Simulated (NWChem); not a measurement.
Program: NWChem. System: dimethylamine (C2H7N), charge 0, spin multiplicity 1, at a geometry optimised with PBE0/def2-SVP. Level: MP2/def2-TZVP, 3 core orbitals frozen.

The NWChem input:

```
start mol
memory heap 200 mb stack 900 mb global 1100 mb
geometry units angstroms nocenter noautoz
  C     -0.216736     0.018376    -1.207261
  N      0.551446    -0.140009     0.000000
  C     -0.216736     0.018376     1.207261
  H     -0.762440     0.986117    -1.288612
  H     -0.973296    -0.781514    -1.278617
  H      0.436073    -0.075382    -2.088620
  H      1.340029     0.501099     0.000000
  H     -0.762440     0.986117     1.288612
  H      0.436073    -0.075382     2.088620
  H     -0.973296    -0.781514     1.278617
  symmetry group Cs
end
basis spherical
  * library def2-tzvp
end
scf
  rhf
  nopen 0
  maxiter 100
  thresh 1e-7
  semidirect memsize 60000000 filesize 0
end
mp2
  freeze core 3
end
task mp2 energy
```

Part of the output:

```
             Northwest Computational Chemistry Package (NWChem) 7.3.0
             --------------------------------------------------------

                                NWChem Input Module
                                -------------------

 Scaling coordinates for geometry "geometry" by  1.889725989
 (inverse scale =  0.529177249)

 Turning off AUTOSYM since
 SYMMETRY directive was detected!

                             Geometry "geometry" -> ""
                             -------------------------

 Output coordinates in angstroms (scale by  1.889725989 to convert to a.u.)

  No.       Tag          Charge          X              Y              Z
 ---- ---------------- ---------- -------------- -------------- --------------
    1 C                    6.0000    -0.21673600     0.01837600    -1.20726100
    2 N                    7.0000     0.55144600    -0.14000900     0.00000000
    3 C                    6.0000    -0.21673600     0.01837600     1.20726100
    4 H                    1.0000    -0.76244000     0.98611700    -1.28861200
    5 H                    1.0000    -0.97329600    -0.78151400    -1.27861700
    6 H                    1.0000     0.43607300    -0.07538200    -2.08862000
    7 H                    1.0000     1.34002900     0.50109900     0.00000000
    8 H                    1.0000    -0.76244000     0.98611700     1.28861200
    9 H                    1.0000     0.43607300    -0.07538200     2.08862000
   10 H                    1.0000    -0.97329600    -0.78151400     1.27861700

 Effective nuclear repulsion energy (a.u.)      84.2929080680

            Nuclear Dipole moment (a.u.)
            ----------------------------
        X                 Y               Z
 ---------------- ---------------- ----------------
    -0.0000132281    -0.0000188973     0.0000000000

      Symmetry information
      --------------------

 Group name             Cs
 Group number              2
 Group order               2
 No. of unique centers     6

      Symmetry unique atoms

     1    2    4    5    6    7


 Summary of "ao basis" -> "" (spherical)
 ------------------------------------------------------------------------------
       Tag                 Description            Shells   Functions and Types
 ---------------- ------------------------------  ------  ---------------------
 *                         def2-tzvp                  on all atoms

 Summary of "ao basis" -> "ao basis" (spherical)
 ------------------------------------------------------------------------------
       Tag                 Description            Shells   Functions and Types
 ---------------- ------------------------------  ------  ---------------------
 C                         def2-tzvp                11       31   5s3p2d1f
 N                         def2-tzvp                11       31   5s3p2d1f
 H                         def2-tzvp                 4        6   3s1p

                                 NWChem SCF Module
                                 -----------------

  ao basis        = "ao basis"
  functions       =   135
  atoms           =    10
  closed shells   =    13
  open shells     =     0
  charge          =   0.00
  wavefunction    = RHF
  use symmetry    = T
  symmetry adapt  = T

 Summary of "ao basis" -> "ao basis" (spherical)
 ------------------------------------------------------------------------------
       Tag                 Description            Shells   Functions and Types
 ---------------- ------------------------------  ------  ---------------------
 C                         def2-tzvp                11       31   5s3p2d1f
 N                         def2-tzvp                11       31   5s3p2d1f
 H                         def2-tzvp                 4        6   3s1p

      Symmetry analysis of basis
      --------------------------

        a'         75
        a"         60

 Forming initial guess at       0.1s

      Superposition of Atomic Density Guess
      -------------------------------------

 Sum of atomic energies:        -133.15287263

      Non-variational initial energy
      ------------------------------

 Total energy =    -135.139656
 1-e energy   =    -344.393618
 2-e energy   =     124.961054
 HOMO         =      -0.283774
 LUMO         =       0.070951

      Symmetry analysis of molecular orbitals - initial
      -------------------------------------------------

  Numbering of irreducible representations:

     1 a'          2 a"

  Orbital symmetries:

     1 a'          2 a'          3 a"          4 a'          5 a"
     6 a'          7 a'          8 a'          9 a"         10 a"
    11 a'         12 a"         13 a'         14 a'         15 a'
    16 a"         17 a'         18 a'         19 a"         20 a'
    21 a"         22 a"         23 a'

 Starting SCF solution at       3.9s

 ----------------------------------------------
         Quadratically convergent ROHF

 Convergence threshold     :          1.000E-07
 Maximum no. of iterations :          100
 Final Fock-matrix accuracy:          1.000E-09
 ----------------------------------------------

              iter       energy          gnorm     gmax       time
             ----- ------------------- --------- --------- --------
                 1     -134.2554255244  6.98D-01  1.58D-01      4.6
                 2     -134.2886855045  2.41D-01  6.19D-02      5.1
                 3     -134.2929275339  1.04D-02  2.16D-03      6.5
                 4     -134.2929426621  8.51D-05  2.37D-05      8.2
                 5     -134.2929426633  3.69D-09  9.07D-10     10.7

       Final RHF  results
       ------------------

         Total SCF energy =   -134.292942663323
      One-electron energy =   -347.585401308228
      Two-electron energy =    128.999550576911
 Nuclear repulsion energy =     84.292908067995

        Time for solution =      6.7s

       Symmetry analysis of molecular orbitals - final
       -----------------------------------------------

  Numbering of irreducible representations:

     1 a'          2 a"

  Orbital symmetries:

     1 a'          2 a"          3 a'          4 a'          5 a"
     6 a'          7 a'          8 a'          9 a"         10 a"
    11 a'         12 a"         13 a'         14 a'         15 a'
    16 a"         17 a'         18 a'         19 a"         20 a'
    21 a"         22 a"         23 a'

             Final eigenvalues
             -----------------

              1
    1  -15.5387
    2  -11.2417
    3  -11.2416
    4   -1.2027
    5   -0.9441
    6   -0.8479
    7   -0.6617
    8   -0.6099
    9   -0.5945
   10   -0.5325
   11   -0.5074
   12   -0.5056
   13   -0.3649
   14    0.1377
   15    0.1757
   16    0.1840
   17    0.2146
   18    0.2237
   19    0.2418
   20    0.2623
   21    0.2663
   22    0.3020
   23    0.3410

                       ROHF Final Molecular Orbital Analysis
                       -------------------------------------

 Vector   11  Occ=2.000000D+00  E=-5.073788D-01  Symmetry=a'
              MO Center= -4.7D-02, -1.5D-01, -1.5D-14, r^2= 2.9D+00
   Bfn.  Coefficient  Atom+Function         Bfn.  Coefficient  Atom+Function
  ----- ------------  ---------------      ----- ------------  ---------------
    37     -0.191790   2 N  px                6      0.183090   1 C  px
    68      0.183090   3 C  px               40     -0.173104   2 N  px
   113     -0.163151   7 H  s               101     -0.156401   5 H  s
   131     -0.156401  10 H  s                 9      0.153498   1 C  px
    71      0.153498   3 C  px

 Vector   12  Occ=2.000000D+00  E=-5.055918D-01  Symmetry=a"
              MO Center=  7.1D-02,  6.9D-03,  1.8D-15, r^2= 3.3D+00
   Bfn.  Coefficient  Atom+Function         Bfn.  Coefficient  Atom+Function
  ----- ------------  ---------------      ----- ------------  ---------------
     8      0.205049   1 C  pz               70      0.205049   3 C  pz
   107     -0.195659   6 H  s               125      0.195659   9 H  s
    11      0.171267   1 C  pz               73      0.171267   3 C  pz
    39     -0.161512   2 N  pz               42     -0.150305   2 N  pz

 Vector   13  Occ=2.000000D+00  E=-3.648674D-01  Symmetry=a'
              MO Center=  2.6D-01, -6.8D-02,  3.1D-15, r^2= 2.0D+00
   Bfn.  Coefficient  Atom+Function         Bfn.  Coefficient  Atom+Function
  ----- ------------  ---------------      ----- ------------  ---------------
    38      0.340687   2 N  py               41      0.318141   2 N  py
    44      0.279047   2 N  py               43     -0.151344   2 N  px

 Vector   14  Occ=0.000000D+00  E= 1.376863D-01  Symmetry=a'
              MO Center=  2.7D-01,  5.4D-01, -1.4D-15, r^2= 7.8D+00
   Bfn.  Coefficient  Atom+Function         Bfn.  Coefficient  Atom+Function
  ----- ------------  ---------------      ----- ------------  ---------------
     5      3.238274   1 C  s                67      3.238274   3 C  s
   114     -1.308230   7 H  s                96     -1.290647   4 H  s
   120     -1.290647   8 H  s               108     -1.266647   6 H  s
   126     -1.266647   9 H  s               102     -1.188932   5 H  s
   132     -1.188932  10 H  s                43      0.547584   2 N  px

 Vector   15  Occ=0.000000D+00  E= 1.757124D-01  Symmetry=a'
              MO Center=  1.8D-01,  1.8D-01, -2.3D-14, r^2= 8.0D+00
   Bfn.  Coefficient  Atom+Function         Bfn.  Coefficient  Atom+Function
  ----- ------------  ---------------      ----- ------------  ---------------
    36      2.750122   2 N  s                 5     -2.387433   1 C  s
    67     -2.387433   3 C  s               114     -1.722256   7 H  s
   102      1.357710   5 H  s               132      1.357710  10 H  s
    96      1.011428   4 H  s               120      1.011428   8 H  s
    44      0.568154   2 N  py              108      0.267217   6 H  s

 Vector   16  Occ=0.000000D+00  E= 1.839978D-01  Symmetry=a"
              MO Center= -4.2D-01,  8.3D-02, -3.6D-14, r^2= 1.0D+01
   Bfn.  Coefficient  Atom+Function         Bfn.  Coefficient  Atom+Function
  ----- ------------  ---------------      ----- ------------  ---------------
     5      5.080764   1 C  s                67     -5.080764   3 C  s
   102     -1.799393   5 H  s               132      1.799393  10 H  s
    96     -1.684702   4 H  s               120      1.684702   8 H  s
   108     -1.643606   6 H  s               126      1.643606   9 H  s
    45      0.823838   2 N  pz                4     -0.406180   1 C  s

 center of mass
 --------------
 x =   0.05247205 y =  -0.03162475 z =   0.00000000

 moments of inertia (a.u.)
 ------------------
         193.338964752986           1.884055727613          -0.000000000000
           1.884055727613         217.977193616536           0.000000000000
          -0.000000000000           0.000000000000          51.247359128613

  Mulliken analysis of the total density
  --------------------------------------

    Atom       Charge   Shell Charges
 -----------   ------   -------------------------------------------------------
    1 C    6     6.19   0.85  1.12  0.48  0.65  0.10  1.22  1.32  0.33  0.03  0.08  0.01
    2 N    7     7.39   0.82  1.16  0.50  0.86  0.15  1.50  1.76  0.58  0.01  0.06  0.00
    3 C    6     6.19   0.85  1.12  0.48  0.65  0.10  1.22  1.32  0.33  0.03  0.08  0.01
    4 H    1     0.92   0.27  0.50  0.14  0.02
    5 H    1     0.90   0.27  0.50  0.11  0.02
    6 H    1     0.89   0.27  0.50  0.10  0.02
    7 H    1     0.80   0.26  0.44  0.06  0.04
    8 H    1     0.92   0.27  0.50  0.14  0.02
    9 H    1     0.89   0.27  0.50  0.10  0.02
   10 H    1     0.90   0.27  0.50  0.11  0.02

       Multipole analysis of the density wrt the origin
       ------------------------------------------------

     L   x y z        total         open         nuclear
     -   - - -        -----         ----         -------
     0   0 0 0     -0.000000      0.000000     26.000000

     1   1 0 0     -0.042271      0.000000     -0.000013
     1   0 1 0      0.391376      0.000000     -0.000019
     1   0 0 1      0.000000      0.000000      0.000000

     2   2 0 0    -15.255920      0.000000     28.302754
     2   1 1 0      1.508085      0.000000      0.125263
     2   1 0 1      0.000000      0.000000      0.000000
     2   0 2 0    -16.263382      0.000000     12.749116
     2   0 1 1     -0.000000      0.000000      0.000000
     2   0 0 2    -14.887164      0.000000    117.149412

                   NWChem MP2 Semi-direct Energy/Gradient Module
                   ---------------------------------------------

  Basis functions       =    135
  Molecular orbitals    =    135
  Frozen core           =      3
  Frozen virtuals       =      0
  Active alpha occupied =     10
  Active beta occupied  =     10
  Active alpha virtual  =    122
  Active beta virtual   =    122
  Use MO symmetry       = T
  Use skeleton AO sym   = T

  AO/Fock/Back tols     =   1.0D-09  1.0D-09  1.0D-09

 GA uses MA = F    GA memory limited = T

 Available:
  local mem=  1.26D+08
 global mem=  1.44D+08
 local disk=  0.00D+00
  mp2_memr nvloc                   122
  nvloc new                   122
   1 passes of  10:        5242880                      98154                  37931495.
   1 passes of  10: M    126151385           G      144142750           F     120908505.

 Semi-direct pass number   1 of   1  for RHF alpha+beta  at       10.8s
  vrange nnbf                  9137
  mp2_eaftype                   144  avail_ma_in_mb                  1099
 EAF : mp2_eaftype filesize         144   18965747.
  mp2_eaf for mointskh                    144
Node 0 wrote     89.2 Mb in      0.2 s     Agg I/O rate:   549.6 Mb/s
 Done moints_semi at       21.0s
  mp2_eaftype                   144  avail_ma_in_mb                   955
 EAF : mp2_eaftype filesize         144   18965747.
  mp2_eaf for kh                   144
 Done maket at       21.7s
 Done multipass loop at       21.7s

          -------------------------------------------
          SCF energy                -134.292942663323
          Correlation energy          -0.556409781117
          Singlet pairs               -0.369248255925
          Triplet pairs               -0.187161525192
          Total MP2 energy          -134.849352444439
          -------------------------------------------

          ---------------------------------------------------
                    Spin Component Scaled (SCS) MP2
          Same spin pairs                     -0.124774350128
          Same spin scaling factor             0.333333333333
          Opposite spin pairs                 -0.431635430989
          Opposite spin scaling fact.          1.200000000000
          SCS-MP2 correlation energy          -0.559553967229
          Total SCS-MP2 energy              -134.852496630552
          ---------------------------------------------------

 -----------------------
 Performance information
 -----------------------

 Timer overhead =  1.50D-07 seconds/call

               Nr. of calls         CPU time (s)                 Wall time (s)                GFlops
             ---------------    -------------------     ------------------------------   -------------------
Name         Min   Avg   Max    Min     Avg     Max     Min     Avg     Max   Mx/calls   Min     Max     Sum
mp2: moin     1     1     1    10.     10.     10.      10.     10.     10.     10.      0.0     0.0     0.0
mp2: make     1     1     1   0.66    0.66    0.66     0.66    0.66    0.66    0.66      0.0     0.0     0.0
mp2: tota     1     1     1    11.     11.     11.      11.     11.     11.     11.      0.0     0.0     0.0

 The average no. of pstat calls per process was 3.00D+00
 with a timing overhead of 4.51D-07s

 Task  times  cpu:       21.6s     wall:       21.6s

 Total times  cpu:       21.7s     wall:       21.7s
```
